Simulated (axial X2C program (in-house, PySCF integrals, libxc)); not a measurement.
**OB: EOM-EA-CCSD levels**

Wanted for OB: EOM-EA-CCSD levels, at the two-component level.

The runs use an in-house X2C program for linear molecules on PySCF integrals; two-component X2C with atomic mean-field terms, O dyall-av3z, B dyall-av3z.

All values are calculated.

### 1 The job

Input file task.json:

```json
{"zs": [8, 5], "q": 0, "bas": ["dyall-av3z", "dyall-av3z"], "r0": 1.35, "eom": "ea", "thr": -2.0, "nmax": 92, "grid": [1, 0.96, 1.045, 0.92, 1.09, 1.15]}
```

Keys: zs atomic numbers; q charge; bas basis sets; r0 starting distance in Å; eom kind of EOM run; thr threshold in hartree for freezing inner shells (an s shell follows its p shell); nmax most natural virtual spinors; grid distances as factors.

Launch:

```
$ python soeom.py task.json out
```

The runs that follow: EOM-EA-CCSD at 1.201 Å.

Q: Predict the outcome of this session. Wanted: next root led by one particle; T1 of the reference; lowest state, Re and ωe.

The runs gave:

| quantity | value |
| --- | --- |
| lowest root at 1.201 Å | Ω = 1/2, 13.072 eV |
| next root led by one particle | Ω = 1/2, about 58080 cm⁻¹ higher |
| T1 of the reference | 0.053 |
| lowest state, Re and ωe | 1.202 Å, 1976 cm⁻¹ |

In words: The added electron is bound by 13.07 eV in a spinor of 40% B pσ, 39% B sσ, 11% O pσ. Errors of 0.1 to 0.3 eV are usual at this size, and roots led by higher excitations are left out, so the list is incomplete, and low states of that kind can be missing. T1 or the largest double amplitude of the reference is raised, which lowers the reliability. The bond is 0.007 Å longer than in the closed-shell reference at CCSD (1.195 Å).
